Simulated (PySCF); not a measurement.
# Ionisation energy of Cl by level of theory

Cl [Ne] 3s2 3p5 (2P) → Cl⁺ [Ne] 3s2 3p4 (3P), as a difference of total energies. All numbers are calculated (PySCF 2.14, scalar relativity by spin-free X2C-1e, in x2c-SVPall (4s3p1d, 18 functions)). Correlated levels: valence: [Ne] frozen. The calculations carry no spin-orbit coupling.

```
           method  ionisation energy (eV)  error (eV)
              UHF                  11.764      -1.210
             TPSS                  12.898      -0.076
            B3LYP                  12.919      -0.055
    MP2 (valence)                  12.310      -0.664
SCS-MP2 (valence)                  12.295      -0.679
   CCSD (valence)                  12.245      -0.729
CCSD(T) (valence)                  12.244      -0.730
```

Reference: 12.974 eV (measured; NIST levels, between the centres of gravity of the two terms).

Errors of the correlated levels include the incompleteness of this basis and the frozen core.
